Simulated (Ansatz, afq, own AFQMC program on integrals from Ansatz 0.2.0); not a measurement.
# Where AFQMC and coupled cluster stand for CO, singlet

```xyz
2

O     2.2900   -1.7580   -0.5110
C     1.4113   -1.0839   -0.2964
```

Basis def2-SVP. Only valence electrons are correlated. Integrals, coupled cluster, full CI and functionals: Ansatz 0.2.0; the random walks run on the same integrals in our own AFQMC program. The CISD trial takes its coefficients from CCSD amplitudes. Released means that phaseless walkers are propagated on without the constraint, phases kept. Free AFQMC starts from the CCSD state and is never constrained. Its projection time is finite, and what remains of the start isn't in its error. ± is one standard error of the sampling.

Determinant: RHF, the one that the program's search chose, which needn't be the lowest solution. The geometry is a PBE0/def2-SVP stationary point of this or a neighbouring charge and spin state.

No full CI on the walks' own integrals is used here; CCSDTQ serves as the reference and is uncertain by about the last step of the cluster series.

```
T1 diagnostic                               : 0.0198
weight of the determinant in the CISD state : 0.901
size of the correlated space                : 10 electrons in 26 orbitals
```

Reference: CCSDTQ, correlation energy -8.330 eV. The released energy is read at 1.50 1/Eh (meV from the phaseless value at times in 1/Eh: 2 ± 3 at 0.24, -1.4 ± 1.9 at 0.50, -4.9 ± 2.2 at 1.00, -3.0 ± 2.3 at 1.50).

| level | E − E(reference) (kJ/mol) | share of correlation (%) |
| --- | --- | --- |
| HF | 803.8 | 0.00 |
| MP2 | 50.2 | 93.76 |
| CCSD | 32.3 | 95.99 |
| CCSD(T) | 3.8 | 99.53 |
| CCSDT | 2.4 | 99.70 |
| CCSDT(Q) | -0.4 | 100.05 |
| ph-AFQMC/HF | -9.4 ± 1.7 | 101.17 |
| ph-AFQMC/CISD | 0.1 ± 0.3 | 99.98 |
| released AFQMC | -0.1 ± 0.2 | 100.02 |
| free AFQMC | -0.1 ± 0.6 | 100.01 |

CCSDT and higher add their correlation energy to the determinant of the CCSD(T) run, since their own runs factorise the integrals more tightly (a shift of under 2 meV). Free projections are given only where their last times agree within the noise and don't stop above the reference; a slow remainder of the start can still hide under it. A walk keeps the symmetry of its determinant, which the program's search chose and which needn't be the lowest solution, so a lower state of the same spin and another symmetry isn't excluded. Released energies are given only where the last usable release times agree within the noise; a slower fall can still hide under it.
